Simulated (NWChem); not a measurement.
## Correlation energy of DMSO (C2H6OS)

```xyz
10

C     -0.6613     0.5218    -1.3725
S      0.5039     0.0967     0.0000
C     -0.6613     0.5218     1.3725
O      0.6360    -1.4147     0.0000
H     -0.1374     0.2484    -2.3077
H     -0.8982     1.6041    -1.3677
H     -1.5723    -0.0980    -1.2581
H     -1.5723    -0.0980     1.2581
H     -0.1374     0.2484     2.3077
H     -0.8982     1.6041     1.3677
```
Charge 0, spin multiplicity 1.

Everything below was run with NWChem. All single points use one geometry, from PBE/def2-SVP, a minimum by its harmonic frequencies.

Basis set: 3-21G. Each correlation energy counts from its own Hartree-Fock reference.

The correlated methods keep 8 core orbitals frozen. Coupled-cluster values serve here as a point of comparison, not as the truth.

### Question
One of these methods gave a correlation energy of -374.6 mHa. Which?
A) MP2
B) SCS-MP2
C) CR-CCSD[T]
D) CR-CCSD(T)

### Answer
A, MP2. The others give -376.3 (SCS-MP2), -422.1 (CR-CCSD[T]), -420.5 (CR-CCSD(T)).
